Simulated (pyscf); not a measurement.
:N–F (SMILES [N]F) [triplet] + GeH₄ (SMILES [GeH4]) → F–N•–GeH₃ (SMILES F[N][GeH3]) + H• (SMILES [H]), a substitution at Ge (triplet surface; Ge–H broken, Ge–N formed). Single points on ωB97X-D3(BJ)/def2-SVP structures (PySCF, gas phase). Correlated levels are frozen-core, on RHF or UHF. ΔMP2 is the change of the MP2 total energy from the triple- to the quadruple-zeta basis. Energies in eV from the separated reactants.

AM1 to PM7: differences of heats of formation from MOPAC. Open shells are spin-unrestricted. 

**Question.** In single points AM1 puts the saddle at 1.16 eV and the reaction energy at +1.28 eV. Should these be trusted to within a few kcal/mol? Compare with CCSD(T)/def2-TZVPP + ΔMP2(QZVPP).

**Answer.** CCSD(T)/def2-TZVPP + ΔMP2(QZVPP) gives ΔE‡ = 2.01 eV and ΔE = +1.65 eV. AM1 lies 0.85 eV under it in the barrier and 0.37 eV under it in the reaction energy, so on this step it does not hold to within 0.13 eV. At AM1 this geometry lies under one side, so its ΔE‡ may be no barrier of that level. CCSD(T)/def2-TZVPP + ΔMP2(QZVPP) has limits of its own. The same reactants have a lower exit, to •HN–F + GeH₃• (barrier +0.76 eV at ωB97M-D3(BJ), against +2.00 eV here). F–N•–GeH₃ + H• also meet on a surface of lower spin, which isn't treated here. F–N•–GeH₃ lies 4.16 eV over its isomer H₂N–GeH•–F (electronic energy, ωB97M-D3(BJ)). One saddle was located; it need not be the lowest between these sides. The angle at the attacked Ge is 73° (front-side attack). The CCSD(T) − MP2 part came from Ansatz, without density fitting, on the same reference. The frozen core leaves the outer d or s,p core shells of the metals and heavy elements correlated in the MP2 and CC values, and def2-TZVPP describes them poorly, which can shift differences by a few kcal/mol. In the def2 sets elements up to Kr have no core potential.
